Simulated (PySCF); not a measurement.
water (H2O), SMILES O. Heavy atoms are numbered as in [OH2:1]. Hydrogens are named by the atom that carries them.

Geometry optimised at B3LYP-D3(BJ)/def2-TZVPD.

Computed with CAM-B3LYP/def2-TZVPD in PySCF.

Mulliken values depend strongly on the basis, most of all with diffuse functions as here. ESP charges are fitted to the potential on shells at 1.4 to 2.0 van der Waals radii. Atomic charges (e), one atom of each kind:

```json
[
 {"atom": "O1 (OH2)", "Mulliken": "-0.62", "ESP fit": "-0.71"},
 {"atom": "H on O1", "Mulliken": "0.31", "ESP fit": "0.36"}
]
```
